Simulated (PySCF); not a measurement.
Bonding in methoxyacetonitrile

Methoxyacetonitrile, C₃H₅NO.
Atom-mapped SMILES: `[CH3:1][O:2][CH2:3][C:4]#[N:5]` (hydrogens: H6, H7, H8 on C1; H9, H10 on C3)

Cartesian coordinates in Å at the PBE0-D3(BJ)/def2-TZVP level; atoms count from 1:
```
atom  x, y, z in Å
C1    -1.349    0.065    0.149
O2    -0.436   -0.407   -0.816
C3     0.861   -0.542   -0.327
C4     1.477    0.745    0.030
N5     1.942    1.757    0.314
H6    -2.326    0.094   -0.329
H7    -1.085    1.072    0.492
H8    -1.390   -0.608    1.015
H9     1.461   -1.007   -1.112
H10    0.898   -1.190    0.561
```

Bond orders from the PBE0/pcSseg-2 density (PySCF). The structure is a single PBE0-D3(BJ)/def2-TZVP conformer in the gas phase; no vibrational or solvent corrections.

**Question.** How far do the computed orders between heavy atoms stray from the drawn ones?

**Answer.** The largest departure is 0.082, at C1–O2 (drawn single, 0.918).

**Question.** Set the Mayer orders of the bonds beside their lengths.

**Answer.** 
```csv
bond,drawn as,length (Å),Mayer order
C1–O2,single,1.410,0.918
O2–C3,single,1.392,0.956
C3–C4,single,1.471,0.951
C4–N5,triple,1.149,3.030
C1–H6,single,1.089,0.995
C1–H7,single,1.096,0.993
C1–H8,single,1.098,0.986
C3–H9,single,1.092,0.970
C3–H10,single,1.100,0.991
```

By pair of heavy elements: C–O: lowest C1–O2 (0.918, 1.410 Å), highest O2–C3 (0.956, 1.392 Å).

**Question.** Sum the orders of all bonds at each heavy atom with more than one neighbour and set the sums beside the valence in the SMILES.

**Answer.** C1 3.892 (drawn 4), O2 1.874 (drawn 2), C3 3.868 (drawn 4), C4 3.981 (drawn 4). Orders between atoms that aren't bonded are not in these sums.

For a closed shell the Mayer order of atoms A and B is Σ (PS)μν (PS)νμ over the basis functions μ on A and ν on B, with P the density and S the overlap matrix.
